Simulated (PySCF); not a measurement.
## Unknown compound

An unknown has the formula C5H10O. Its calculated NMR data are:

¹H NMR (400 MHz, computed): δ 4.50 (s, 4H), 1.29 (s, 6H).

¹³C{¹H} NMR (computed): δ 85.0 (CH2, 2C), 36.8 (C), 28.8 (CH3, 2C).

- shielding tensors at PBE0/pcSseg-1 (GIAO)
- J: B3LYP/pcJ-1 (without the spin–dipole term)
- coordinates at the GFN2-xTB level
- code: PySCF 2.14.0 with density-fitted response routines
- equivalent nuclei averaged, no relativistic terms, single conformer, isolated molecule

δ = σ(ref) − σ, references computed at the same level: TMS for ¹H and ¹³C.

Task: Which of these isomers gave the spectra?
A. C=C(CC)OC
B. CC1(C)COC1
C. OCC1CCC1
D. C/C=C(\C)OC
E. CCOC1CC1

Result: B. 

The formula gives 1 degree of unsaturation (1 ring in the answer). 3 carbon signals for 5 carbons: some carbons are equivalent by symmetry or fast rotation. Carbon types of the structure: 1 × C, 2 × CH2, 2 × CH3, which accounts for all hydrogens. δC 85.0: sp3 CH2 bonded to O; the inductive effect lowers its shielding. δC 36.8: quaternary sp3 carbon in a ring; aliphatic region, no heteroatom directly attached. δC 28.8: methyl carbon; saturated and bonded to C and H only. δH 4.50: hydrogen on an sp3 CH2 bonded to O; its carbon carries O, an electronegative neighbour. δH 1.29: hydrogen on a methyl carbon; far from electronegative atoms and π systems.

The others: CCOC1CC1 would give 4 carbon signals, not 3; C=C(CC)OC would give 5 carbon signals, not 3; C/C=C(\C)OC would give 5 carbon signals, not 3; OCC1CCC1 would give 4 carbon signals, not 3.

Shifts are as computed. Against solution values, carbons near 30 ppm lie about +3 ppm off and those near 130 ppm about +5 ppm. Of 1211 compounds with measured shifts, 218 miss one by over three times the rms of a fit or turn the order of signals round; such compounds aren't used in these exercises.
